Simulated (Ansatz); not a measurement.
**Diamond: surface energy of the (100) face by level of theory**

No measured value is used here.

```tsv
level (code)	value (J/m²)
LDA (Ansatz)	9.35
PBE (Ansatz)	8.47
r²SCAN (Ansatz)	9.04
HSE06 (Ansatz)	___
```

### Question
Complete the blanks.

### Answer

- HSE06 (Ansatz, a quantum-chemistry and plane-wave program), value (J/m²): 9.82

Computed faces are unreconstructed. Each level is taken at its own relaxed cell. Ansatz's density-functional and Hartree–Fock values are scalar-relativistic unless marked +SOC, with PAW data made under PBE.
